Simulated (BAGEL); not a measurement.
**BPH4F− (SMILES F[BH2-]P): a chain of runs**

Aim: the energy (PBE0/cc-pVDZ), then a single-point energy (PBE0/cc-pVTZ), then the energy, then the energy (PBE0/cc-pVQZ), then a single-point energy of BPH4F−. 

The calculation is run with BAGEL 1.2.2.

### Step 1. Starting point

The species is BPH4F− (7 atoms), meant as a singlet with charge -1. SMILES: `F[BH2-]P`. The P3–H7 distance was set to 2.214 Å, away from the relaxed value. At this shape a bond of the SMILES string is far longer than usual.

Bond lengths: F1–B2 1.417 Å, B2–P3 2.025 Å, B2–H4 1.213 Å, B2–H5 1.211 Å, P3–H6 1.384 Å. Angles: F1–B2–P3 109.2°, F1–B2–H4 109.7°, F1–B2–H5 109.7°, P3–B2–H4 106.6°, P3–B2–H5 108.5°, B2–P3–H6 98.5°, H4–B2–H5 113.1°. A long bond or contact: P3–H7 2.214 Å.

### Step 2. The energy at PBE0/cc-pVDZ (density fitting with tzvpp-jkfit, property bond stretch) (run 1)

input.json

```json
{ "bagel" : [

{
  "title" : "molecule",
  "basis" : "cc-pvdz.json",
  "df_basis" : "tzvpp-jkfit",
  "angstrom" : true,
  "geometry" : [
    { "atom" : "F", "xyz" : [      -2.237061,      -1.110161,       0.847565 ] },
    { "atom" : "B", "xyz" : [      -1.094841,      -0.696091,       0.118535 ] },
    { "atom" : "P", "xyz" : [       0.481509,      -0.549011,       1.380855 ] },
    { "atom" : "H", "xyz" : [      -0.803991,      -1.540871,      -0.702305 ] },
    { "atom" : "H", "xyz" : [      -1.295981,       0.392729,      -0.372345 ] },
    { "atom" : "H", "xyz" : [       0.148549,       0.649719,       1.986285 ] },
    { "atom" : "H", "xyz" : [       1.810810,       0.497950,      -0.046640 ] }
  ]
},

{ "title" : "ks", "xc_func" : "pbe0", "charge" : -1 },

{ "title" : "print", "file" : "orbitals.molden", "orbitals" : true }

]}
```

The basis set cc-pVDZ is read from a file made from the Basis Set Exchange's data (not shown).

On the command line:

```
BAGEL_NUM_THREADS=1 BAGEL input.json > input.out
```

Standard output:

```text
* using 1 threads per process

  ===============================================================
  ===============================================================

  *** Geometry ***

  { "atom" : "F", "xyz" : [     -4.227433,     -2.097900,      1.601666 ] },
  { "atom" : "B", "xyz" : [     -2.068950,     -1.315421,      0.223999 ] },
  { "atom" : "P", "xyz" : [      0.909920,     -1.037480,      2.609438 ] },
  { "atom" : "H", "xyz" : [     -1.519323,     -2.911824,     -1.327164 ] },
  { "atom" : "H", "xyz" : [     -2.449049,      0.742150,     -0.703630 ] },
  { "atom" : "H", "xyz" : [      0.280717,      1.227791,      3.753535 ] },
  { "atom" : "H", "xyz" : [      3.421935,      0.940989,     -0.088137 ] },

  Number of auxiliary basis functions:      352

  Since a DF basis is specified, we compute 2- and 3-index integrals:
    o Being stored without compression. Storage requirement is 0.012 GB

  Number of basis functions:       66
  Number of electrons      :       33

    * METHOD: MOLECULE                             0.30

  *** Kohn-Sham DFT ***

    * Removing 10779 points whose weight is below 1.00e-10
    * Grid points: 93563

  === Nuclear Repulsion ===
    91.3214225067

       - DIIS with orbital gradients will be used.

  === KS iteration (pbe0 / cc-pvdz.json) ===
      0       -450.54643295          0.09026161           0.65
      1       -436.95654371          0.15899115           0.56
      2       -430.20945219          0.16983523           0.54
      3       -459.22101990          0.15062368           0.60
      4       -467.17521327          0.04121952           0.87
      5       -468.06328678          0.01537266           0.63
      6       -468.16964631          0.00598944           0.60
      7       -468.18307772          0.00154999           0.59
      8       -468.18425044          0.00024951           0.58
      9       -468.18426166          0.00018384           0.56
     10       -468.18428057          0.00004373           0.59
     11       -468.18428142          0.00000735           0.58
     12       -468.18428146          0.00000402           0.93
     13       -468.18428147          0.00000106           0.66
     14       -468.18428147          0.00000076           0.54
     15       -468.18428147          0.00000010           0.56
     16       -468.18428147          0.00000008           0.59
     17       -468.18428147          0.00000003           0.53
     18       -468.18428147          0.00000001           0.52
    * SCF iteration converged.

    * Permanent dipole moment:
           (    0.267530,     0.126867,    -0.921860) a.u.

    * METHOD: KS                                  13.09

    * METHOD: PRINT                                0.03

  ===============================================================
```

It took 14 s on 1 thread of AMD EPYC (Zen 3), shared host; peak memory 0.3 GiB.

### Step 3. A single-point energy at PBE0/cc-pVTZ (density fitting with tzvpp-jkfit, property bond stretch) (run 2)

job.json

```json
{ "bagel": [

{
  "title": "molecule",
  "basis": "cc-pvtz.json",
  "df_basis": "tzvpp-jkfit",
  "angstrom": true,
  "geometry": [
    { "atom": "F", "xyz": [   -1.738560,   -0.717540,    0.312240 ] },
    { "atom": "B", "xyz": [   -0.596340,   -0.303470,   -0.416790 ] },
    { "atom": "P", "xyz": [    0.980010,   -0.156390,    0.845530 ] },
    { "atom": "H", "xyz": [   -0.305490,   -1.148250,   -1.237630 ] },
    { "atom": "H", "xyz": [   -0.797480,    0.785350,   -0.907670 ] },
    { "atom": "H", "xyz": [    0.647050,    1.042340,    1.450960 ] },
    { "atom": "H", "xyz": [    1.810810,    0.497950,   -0.046640 ] }
  ]
},
{ "title": "ks", "xc_func": "pbe0", "charge": -1 },
{ "title": "print", "file": "orbitals.molden", "orbitals": true }

]}
```

The basis set cc-pVTZ is read from a file made from the Basis Set Exchange's data (not shown).

On the command line:

```
BAGEL_NUM_THREADS=1 BAGEL job.json > job.out
```

Standard output:

```text
* using 1 threads per process

  ===============================================================
  ===============================================================

  *** Geometry ***

  { "atom" : "F", "xyz" : [     -3.285402,     -1.355954,      0.590048 ] },
  { "atom" : "B", "xyz" : [     -1.126919,     -0.573475,     -0.787619 ] },
  { "atom" : "P", "xyz" : [      1.851951,     -0.295534,      1.597820 ] },
  { "atom" : "H", "xyz" : [     -0.577292,     -2.169878,     -2.338782 ] },
  { "atom" : "H", "xyz" : [     -1.507019,      1.484096,     -1.715248 ] },
  { "atom" : "H", "xyz" : [      1.222747,      1.969737,      2.741917 ] },
  { "atom" : "H", "xyz" : [      3.421935,      0.940989,     -0.088137 ] },

  Number of auxiliary basis functions:      352

  Since a DF basis is specified, we compute 2- and 3-index integrals:
    o Being stored without compression. Storage requirement is 0.063 GB

  Number of basis functions:      150
  Number of electrons      :       33

    * METHOD: MOLECULE                             0.90

  *** Kohn-Sham DFT ***

    * Removing 11392 points whose weight is below 1.00e-10
    * Grid points: 92950

  === Nuclear Repulsion ===
    93.9694014620

       - DIIS with orbital gradients will be used.

  === KS iteration (pbe0 / cc-pvtz.json) ===
      0       -419.70447660          0.10147645           1.16
      1       -353.77283267          0.21412694           1.38
      2       -429.22415590          0.08851141           1.17
      3       -456.28032295          0.09823664           1.20
      4       -464.28369004          0.05872489           1.24
      5       -466.26783043          0.04908952           1.25
      6       -465.97134526          0.04676843           1.28
      7       -467.06064743          0.03631430           1.15
      8       -468.12436046          0.01507324           1.19
      9       -468.32331407          0.00124018           1.43
     10       -468.32434259          0.00071694           1.41
     11       -468.32469821          0.00012897           1.22
     12       -468.32470758          0.00007664           1.21
     13       -468.32471263          0.00001396           1.25
     14       -468.32471277          0.00000623           1.32
     15       -468.32471280          0.00000111           1.15
     16       -468.32471280          0.00000037           1.10
     17       -468.32471280          0.00000012           1.13
     18       -468.32471280          0.00000005           1.30
     19       -468.32471280          0.00000003           1.23
     20       -468.32471280          0.00000001           1.18
    * SCF iteration converged.

    * Permanent dipole moment:
           (   -0.278174,    -0.206993,    -0.415006) a.u.

    * METHOD: KS                                  28.40

    * METHOD: PRINT                                0.11

  ===============================================================
```

Run time: 30 s. Hardware: 1 thread of AMD EPYC (Zen 3), shared host; peak memory 0.63 GiB.

Runs 3 to 4 aren't shown in full; the table further down has their settings and results.

### Step 4. A single-point energy at PBE0/cc-pVQZ (density fitting with qzvpp-jkfit, property bond stretch) (run 5)

input.json

```json
{ "bagel" : [

{
  "title" : "molecule",
  "basis" : "cc-pvqz.json",
  "df_basis" : "qzvpp-jkfit",
  "angstrom" : true,
  "geometry" : [
    { "atom" : "F", "xyz" : [   -2.237061,   -1.110161,    0.847565 ] },
    { "atom" : "B", "xyz" : [   -1.094841,   -0.696091,    0.118535 ] },
    { "atom" : "P", "xyz" : [    0.481509,   -0.549011,    1.380855 ] },
    { "atom" : "H", "xyz" : [   -0.803991,   -1.540871,   -0.702305 ] },
    { "atom" : "H", "xyz" : [   -1.295981,    0.392729,   -0.372345 ] },
    { "atom" : "H", "xyz" : [    0.148549,    0.649719,    1.986285 ] },
    { "atom" : "H", "xyz" : [    1.810810,    0.497950,   -0.046640 ] }
  ]
},
{
  "title" : "ks",
  "xc_func" : "pbe0",
  "charge" : -1
},
{
  "title" : "print",
  "file" : "orbitals.molden",
  "orbitals" : true
}

]}
```

The basis set cc-pVQZ is read from a file made from the Basis Set Exchange's data (not shown).

On the command line:

```
BAGEL_NUM_THREADS=1 BAGEL input.json > input.out
```

Standard output:

```text
* using 1 threads per process

  ===============================================================
  ===============================================================

  *** Geometry ***

  { "atom" : "F", "xyz" : [     -4.227433,     -2.097900,      1.601666 ] },
  { "atom" : "B", "xyz" : [     -2.068950,     -1.315421,      0.223999 ] },
  { "atom" : "P", "xyz" : [      0.909920,     -1.037480,      2.609438 ] },
  { "atom" : "H", "xyz" : [     -1.519323,     -2.911824,     -1.327164 ] },
  { "atom" : "H", "xyz" : [     -2.449049,      0.742150,     -0.703630 ] },
  { "atom" : "H", "xyz" : [      0.280717,      1.227791,      3.753535 ] },
  { "atom" : "H", "xyz" : [      3.421935,      0.940989,     -0.088137 ] },

  Number of auxiliary basis functions:      352

  Since a DF basis is specified, we compute 2- and 3-index integrals:
    o Being stored without compression. Storage requirement is 0.235 GB

  Number of basis functions:      289
  Number of electrons      :       33

    * METHOD: MOLECULE                             1.61

  *** Kohn-Sham DFT ***

    * Removing 10779 points whose weight is below 1.00e-10
    * Grid points: 93563

  === Nuclear Repulsion ===
    91.3214225067

       - DIIS with orbital gradients will be used.

  === KS iteration (pbe0 / cc-pvqz.json) ===
      0       -405.48519915          0.05960003           2.45
      1       -316.32332743          0.12491990           2.74
      2       -367.49713216          0.06127419           2.67
      3       -275.18319990          0.17028587           2.68
      4       -444.01629205          0.08329320           3.06
      5       -455.36596210          0.05866584           2.81
      6       -458.68585617          0.05560901           2.97
      7       -458.73515079          0.05105885           2.62
      8       -405.87695717          0.09799198           2.54
      9       -467.87126276          0.01676388           2.64
     10       -467.97316035          0.01506215           2.60
     11       -468.25621763          0.00255911           3.11
     12       -468.26305024          0.00153011           2.53
     13       -468.26584463          0.00067334           2.58
     14       -468.26664248          0.00010120           2.45
     15       -468.26665962          0.00003341           2.98
     16       -468.26666201          0.00000998           2.87
     17       -468.26666225          0.00000382           2.94
     18       -468.26666229          0.00000289           2.51
     19       -468.26666230          0.00000177           2.43
     20       -468.26666231          0.00000051           2.43
     21       -468.26666231          0.00000040           2.44
     22       -468.26666231          0.00000011           2.64
     23       -468.26666231          0.00000003           2.71
     24       -468.26666231          0.00000001           2.93
     25       -468.26666231          0.00000001           2.89
    * SCF iteration converged.

    * Permanent dipole moment:
           (    0.292714,     0.103015,    -0.811057) a.u.

    * METHOD: KS                                  74.47

    * METHOD: PRINT                                0.43

  ===============================================================
```

Run time: 77 s. Hardware: 1 thread of AMD EPYC (Zen 3), shared host; peak memory 1.3 GiB.

### Step 5. The series

```tsv
run	level	integral approximation	partner	energy (Eh)	HOMO energy (eV)	LUMO energy (eV)	HOMO–LUMO gap (eV)	wall time
1	PBE0/cc-pVDZ (density fitting with tzvpp-jkfit, property bond stretch)	tzvpp-jkfit	bond moved	-468.184281	-1.20	2.96	4.16	14 s
2	PBE0/cc-pVTZ (density fitting with tzvpp-jkfit, property bond stretch)	tzvpp-jkfit	base	-468.324713	-1.06	6.00	7.06	30 s
3	PBE0/cc-pVTZ (density fitting with tzvpp-jkfit, property bond stretch)	tzvpp-jkfit	bond moved	-468.249623	-1.48	2.67	4.15	32 s
4	PBE0/cc-pVQZ (density fitting with qzvpp-jkfit, property bond stretch)	qzvpp-jkfit	base	-468.342423	-1.17	5.37	6.54	68 s
5	PBE0/cc-pVQZ (density fitting with qzvpp-jkfit, property bond stretch)	qzvpp-jkfit	bond moved	-468.266662	-1.57	2.53	4.11	77 s
```

### Step 6. Summary of results

| quantity | value |
| --- | --- |
| run 5, PBE0/cc-pVQZ: total energy | -468.26666 Eh |
| run 5, PBE0/cc-pVQZ: HOMO energy | -1.57 eV |
| run 5, PBE0/cc-pVQZ: LUMO energy | 2.53 eV |
| run 5, PBE0/cc-pVQZ: HOMO–LUMO gap (to an unbound level, set by the basis) | 4.11 eV |
| energy change with the P3–H7 bond stretched from 1.384 to 2.214 Å, PBE0/cc-pVTZ | 2.043 eV |
| energy change with the P3–H7 bond stretched from 1.384 to 2.214 Å, PBE0/cc-pVQZ | 2.062 eV |

In words: At PBE0/cc-pVTZ: with the P3–H7 bond stretched from 1.384 to 2.214 Å the energy rises by 2.04 eV (197 kJ/mol). The first shape isn't relaxed at this level, so the change isn't measured from a minimum. At PBE0/cc-pVQZ: with the P3–H7 bond stretched from 1.384 to 2.214 Å the energy rises by 2.06 eV (48 kcal/mol). Over runs 1, 3, 5 the HOMO–LUMO gap runs from 4.11 eV (PBE0/cc-pVQZ) to 4.16 eV (PBE0/cc-pVDZ). The empty levels of an anion lie above zero and hang on the basis. All runs together took 3.7 min, the longest 77 s.
